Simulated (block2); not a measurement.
# A workflow on AlH2F (SMILES [F][AlH2])

Wanted: a series of 12 runs (DMRG/STO-3G) of AlFH2. The setting varied is the bond dimension. 

The calculation is run with block2 0.5.4.

2 further runs of the same task are left out: 2 set aside as unsound or not needed.

## Step 1: The system as given

The species is AlH2F (4 atoms), meant as a singlet with charge 0. SMILES: `[F][AlH2]`. Geometry: a GFN2-xTB relaxation, a rough one for these elements and not checked as a minimum.

Bond lengths: F1–Al2 1.641 Å, Al2–H3 1.528 Å, Al2–H4 1.528 Å. Angles: F1–Al2–H3 119.2°, F1–Al2–H4 119.2°, H3–Al2–H4 121.7°.

## Step 2: The energy at DMRG/STO-3G (start occupation bias 0.1) (run 2)

Contents of prepare.py:

```python
from pyscf import ao2mo, gto, mcscf, mp, scf
from pyscf.tools import fcidump

mol = gto.M(atom="mol.xyz", basis="sto-3g", verbose=4)
print("nao = %d" % (mol.nao))
mf = scf.RHF(mol)
mf.conv_tol = 1e-10
mf.max_cycle = 200
mf.kernel()
if not mf.converged:
    mf = mf.newton().run(mf.mo_coeff, mf.mo_occ)
print(f"E(HF) = {mf.e_tot:.10f}")
occ_no, mo = mcscf.addons.make_natural_orbitals(mp.MP2(mf, frozen=6).run())
mf.mo_coeff = mo
cas = mcscf.CASCI(mf, 10, 12)
h1, ecore = cas.get_h1eff()
fcidump.from_integrals("FCIDUMP", h1, cas.get_h2eff(), 10, 12, nuc=ecore, ms=0)
```

Contents of dmrg.conf:

```
sym c1
orbitals FCIDUMP
nelec 12
spin 0
irrep 1
occ 2 2 2 2 2 2 0 0 0 0
cbias 0.1
schedule
0 5 1E-08 1E-04
3 10 1E-08 1E-05
7 10 1E-09 0.0
end
maxiter 13
sweep_tol 1E-06
fiedler
mem 2g
num_thrds 1
prefix ./tmp
outputlevel 1
onepdm
```

The run is started by

```sh
$ python prepare.py && block2main dmrg.conf
```

The program printed:

```text
$ python prepare.py

[... 59 lines left out ...]
converged SCF energy = -338.234325184067
[... 45 lines left out ...]
integral sym error =            0
[... 42 lines left out ...]
Final canonical form =  LLLLLLLLLC 8
DMRG Energy = -338.295055413363457
[... 15 lines left out ...]
Expectation | Direction = backward | BRA bond dimension =   10 | KET bond dimension =   10
Time elapsed =      0.006
NPDM Sorting | Nsites =    10 | Nmaxops =  2 | DotSite = 2 | SymbolFree = T | Compressed = T | LowMem = F | Mem = 800 B
Ttotal =      0.000

DMRG OCC =   2.000 2.000 1.982 1.980 1.971 1.971 0.041 0.019 0.016 0.020
```

Wall time 1.4 s (1 thread of Intel Xeon 6975P-C (Granite Rapids), shared host); peak memory 0.18 GiB.

## Step 3: A single-point energy at DMRG/STO-3G (start occupation bias 0.1) (run 3)

Contents of prepare.py:

```python
from pyscf import ao2mo, gto, mcscf, mp, scf
from pyscf.tools import fcidump

geom = "mol.xyz"
mol = gto.M(
    atom=geom,
    basis="sto-3g",
    verbose=3,
    max_memory=2000,
)
print("basis functions          = %d" % (mol.nao))
mf = scf.RHF(mol)
mf.conv_tol = 1e-10
mf.max_cycle = 200
mf.kernel()
if not mf.converged:
    mf = mf.newton().run(mf.mo_coeff, mf.mo_occ)
print(f"E(SCF)                   = {mf.e_tot:.10f}")
# rotate to MP2 natural orbitals
occ_no, mo = mcscf.addons.make_natural_orbitals(mp.MP2(mf, frozen=6).run())
mf.mo_coeff = mo
# write the integrals of the correlated orbitals
cas = mcscf.CASCI(mf, 10, 12)
h1, ecore = cas.get_h1eff()
fcidump.from_integrals("FCIDUMP", h1, cas.get_h2eff(), 10, 12, nuc=ecore, ms=0)
```

Edit dmrg.conf of step 2 so:

```diff
@@ -8,5 +8,5 @@
 schedule
-0 5 1E-08 1E-04
-3 10 1E-08 1E-05
-7 10 1E-09 0.0
+0 10 1E-08 1E-04
+3 20 1E-08 1E-05
+7 20 1E-09 0.0
 end
```

The run is started by

```sh
$ python prepare.py && block2main dmrg.conf
```

The program printed:

```text
$ python prepare.py
basis functions          = 16
converged SCF energy = -338.234325184067
E(SCF)                   = -338.2343251841
E(RMP2) = -338.281324526876  E_corr = -0.0469993428093384
E(SCS-RMP2) = -338.28588253788  E_corr = -0.0515573538126201

$ block2main dmrg.conf

[... 32 lines left out ...]
integral sym error =            0
[... 54 lines left out ...]
ATTENTION: DMRG is not converged to desired tolerance of 1.00000e-06
Final canonical form =  LLLLLLLLLC 8
DMRG Energy = -338.299646859249037
[... 15 lines left out ...]
Expectation | Direction = backward | BRA bond dimension =   20 | KET bond dimension =   20
Time elapsed =      0.006
NPDM Sorting | Nsites =    10 | Nmaxops =  2 | DotSite = 2 | SymbolFree = T | Compressed = T | LowMem = F | Mem = 800 B
Ttotal =      0.000

DMRG OCC =   2.000 1.997 1.981 1.979 1.970 1.970 0.043 0.020 0.019 0.022
```

Wall time 1.7 s (1 thread of Intel Xeon 6975P-C (Granite Rapids), shared host); peak memory 0.18 GiB.

The iterations ended before the threshold was met.

## Step 4: A single-point energy at DMRG/STO-3G (start occupation bias 0.1) (run 4)

Contents of make_fcidump.py:

```python
from pyscf import ao2mo, gto, mcscf, mp, scf
from pyscf.tools import fcidump

geom = "mol.xyz"
mol = gto.M(
    atom=geom,
    basis="sto-3g",
    charge=0,
    verbose=4,
)
print("basis functions: %d" % (mol.nao))
mf = scf.RHF(mol)
mf.conv_tol = 1e-10
mf.max_cycle = 200
mf.kernel()
if not mf.converged:
    mf = mf.newton().run(mf.mo_coeff, mf.mo_occ)
print(f"E(SCF): {mf.e_tot:.10f}")
# rotate to MP2 natural orbitals
occ_no, mo = mcscf.addons.make_natural_orbitals(mp.MP2(mf, frozen=6).run())
mf.mo_coeff = mo
# FCIDUMP for the DMRG program
cas = mcscf.CASCI(mf, 10, 12)
h1, ecore = cas.get_h1eff()
fcidump.from_integrals("FCIDUMP", h1, cas.get_h2eff(), 10, 12, nuc=ecore, ms=0)
```

Contents of input.conf:

```
sym c1
orbitals FCIDUMP
nelec 12
spin 0
irrep 1
occ 2 2 2 2 2 2 0 0 0 0
cbias 0.1
schedule
0 17 1E-08 1E-04
3 35 1E-08 1E-05
7 35 1E-09 0.0
end
maxiter 13
sweep_tol 1E-06
fiedler
mem 2g
num_thrds 1
prefix ./tmp
outputlevel 1
onepdm
```

The run is started by

```sh
$ python make_fcidump.py && block2main input.conf
```

The program printed:

```text
$ python make_fcidump.py

[... 59 lines left out ...]
converged SCF energy = -338.234325184067
[... 45 lines left out ...]
integral sym error =            0
[... 42 lines left out ...]
Final canonical form =  LLLLLLLLLC 8
DMRG Energy = -338.300332305250834
[... 15 lines left out ...]
Expectation | Direction = backward | BRA bond dimension =   35 | KET bond dimension =   35
Time elapsed =      0.009
NPDM Sorting | Nsites =    10 | Nmaxops =  2 | DotSite = 2 | SymbolFree = T | Compressed = T | LowMem = F | Mem = 800 B
Ttotal =      0.000

DMRG OCC =   2.000 1.996 1.980 1.979 1.969 1.969 0.044 0.020 0.020 0.022
```

It took 2.1 s on 1 thread of Intel Xeon 6975P-C (Granite Rapids), shared host; peak memory 0.19 GiB.

Runs 5 to 13 aren't shown in full; the table further down has their settings and results.

## Step 5: The distorted shape: the energy at DMRG/STO-3G (start occupation bias 0.1) (run 14)

Contents of prepare.py:

```python
from pyscf import ao2mo, gto, mcscf, mp, scf
from pyscf.tools import fcidump

mol = gto.M(atom=[
    ("F", (-0.772011, -0.033352, 3.488312)),
    ("Al", (0.008310, 0.000330, -0.037310)),
    ("H", (-0.387000, -1.197700, -0.898540)),
    ("H", (0.725070, 1.212360, -0.629380)),
], basis="sto-3g", verbose=3, max_memory=2000)
print("nao = %d" % (mol.nao))
mf = scf.RHF(mol)
mf.conv_tol = 1e-10
mf.max_cycle = 200
mf.kernel()
if not mf.converged:
    mf = mf.newton().run(mf.mo_coeff, mf.mo_occ)
print("E(HF) = %.10f" % (mf.e_tot))
# natural orbitals of MP2 give a compact matrix product state
occ_no, mo = mcscf.addons.make_natural_orbitals(mp.MP2(mf, frozen=6).run())
mf.mo_coeff = mo
# write the integrals of the correlated orbitals
cas = mcscf.CASCI(mf, 10, 12)
h1, ecore = cas.get_h1eff()
fcidump.from_integrals("FCIDUMP", h1, cas.get_h2eff(), 10, 12, nuc=ecore, ms=0)
```

Contents of dmrg.conf:

```
sym c1
orbitals FCIDUMP
nelec 12
spin 0
irrep 1
occ 2 2 2 2 2 2 0 0 0 0
cbias 0.1
schedule
0 50 1E-07 1E-04
3 100 1E-07 1E-05
7 100 1E-08 0.0
end
maxiter 13
sweep_tol 1E-07
fiedler
mem 2g
num_thrds 1
prefix ./tmp
outputlevel 1
onepdm
```

The run is started by

```sh
$ python prepare.py && block2main dmrg.conf
```

The program printed:

```text
$ python prepare.py
nao = 16
converged SCF energy = -337.839115032887
E(HF) = -337.8391150329
E(RMP2) = -338.023999750827  E_corr = -0.184884717939483
E(SCS-RMP2) = -338.059488332973  E_corr = -0.22037330008571

$ block2main dmrg.conf

[... 32 lines left out ...]
integral sym error =            0
[... 42 lines left out ...]
Final canonical form =  LLLLLLLLLC 8
DMRG Energy = -338.098814324552166
[... 15 lines left out ...]
Expectation | Direction = backward | BRA bond dimension =  100 | KET bond dimension =  100
Time elapsed =      0.016
NPDM Sorting | Nsites =    10 | Nmaxops =  2 | DotSite = 2 | SymbolFree = T | Compressed = T | LowMem = F | Mem = 800 B
Ttotal =      0.000

DMRG OCC =   2.000 2.000 2.000 1.974 1.970 1.074 0.925 0.028 0.019 0.010
```

It took 2.4 s on 1 thread of Intel Xeon 6975P-C (Granite Rapids), shared host; peak memory 0.2 GiB.

## Step 6: Overview of the runs

```csv
run,bond dimension,sweep tol,partner,energy (Eh),wall time
2,10,1e-06,base,-338.295055,1.4 s
3,20,1e-06,base,not converged,1.7 s
4,35,1e-06,base,-338.300332,2.1 s
5,50,1e-06,base,-338.300364,1.9 s
6,75,1e-06,base,-338.300368,2.1 s
7,100,1e-06,base,-338.300369,2.2 s
9,10,1e-07,F1–Al2 3.61 Å,-338.098387,1.5 s
10,20,1e-07,F1–Al2 3.61 Å,-338.098813,1.6 s
11,35,1e-07,F1–Al2 3.61 Å,-338.098814,2 s
12,50,1e-07,F1–Al2 3.61 Å,-338.098814,1.7 s
13,75,1e-07,F1–Al2 3.61 Å,-338.098814,2.5 s
14,100,1e-07,F1–Al2 3.61 Å,-338.098814,2.4 s
```

Convergence of the total energy of singlet AlH2F with the bond dimension, against the last point:

| bond dimension | from the last (mEh) | wall time |
| --- | --- | --- |
| 10 | +5.313 | 1.4 s |
| 35 | +0.036 | 2.1 s |
| 50 | +0.005 | 1.9 s |
| 75 | +0.000 | 2.1 s |
| 100 | +0.000 | 2.2 s |

Convergence of the energy change with the F1–Al2 bond stretched from 1.641 to 3.611 Å of singlet AlH2F with the bond dimension, against the last point:

```
bond dimension  from the last (eV)  wall time
            10             -0.1330      2.9 s
            35             -0.0010        4 s
            50             -0.0001      3.6 s
            75             -0.0000      4.6 s
           100             +0.0000      4.5 s
```

## Step 7: Results

| quantity | value |
| --- | --- |
| distorted shape, run 14: total energy | -338.09881 Eh |
| energy change with the F1–Al2 bond stretched from 1.641 to 3.611 Å (run 2, bond dimension 10) | 5.352 eV |
| energy change with the F1–Al2 bond stretched from 1.641 to 3.611 Å (run 4, bond dimension 35) | 5.484 eV |
| energy change with the F1–Al2 bond stretched from 1.641 to 3.611 Å (run 5, bond dimension 50) | 5.484 eV |
| energy change with the F1–Al2 bond stretched from 1.641 to 3.611 Å (run 6, bond dimension 75) | 5.485 eV |
| energy change with the F1–Al2 bond stretched from 1.641 to 3.611 Å (run 7, bond dimension 100) | 5.485 eV |

**Reading.** For the total energy of singlet AlH2F to stay within 5 mEh of the last point, 35 is the first point of the series from which all later ones do (2.1 s against 2.2 s). For the total energy of singlet AlH2F to stay within 1 mEh of the last point, 35 is the first point of the series from which all later ones do (2.1 s against 2.2 s). For the energy change with the F1–Al2 bond stretched from 1.641 to 3.611 Å of singlet AlH2F to stay within 0.1 eV of the last point, 35 is the first point of the series from which all later ones do (4 s against 4.5 s). For the energy change with the F1–Al2 bond stretched from 1.641 to 3.611 Å of singlet AlH2F to stay within 0.02 eV of the last point, 35 is the first point of the series from which all later ones do (4 s against 4.5 s). In runs 2, 4, 5, 6, 7, 9, 10, 11 and more the basis is minimal, so the values are rough. All runs together took 23 s, the longest 2.5 s. 1 of the 12 runs did not end normally.
